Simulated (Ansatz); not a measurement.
**Lattice constant a of As (model structure, started from the bcc type, Im-3m, No. 229, 1 atom in the cell) at several levels of theory**

No measured value is used here.

```csv
level (code),value (Å)
PBE (Ansatz),3.368
PBEsol (Ansatz),3.313
PBE-D3(BJ) (Ansatz),3.311
r²SCAN (Ansatz),3.354
```

Ansatz's density-functional and Hartree–Fock values are scalar-relativistic unless marked +SOC, with PAW data made under PBE.

A model structure was made by putting elements into a prototype or built by hand; it is no filed structure, need not be a known phase, and can be a saddle point held by its symmetry.

Ansatz is a first-principles code.
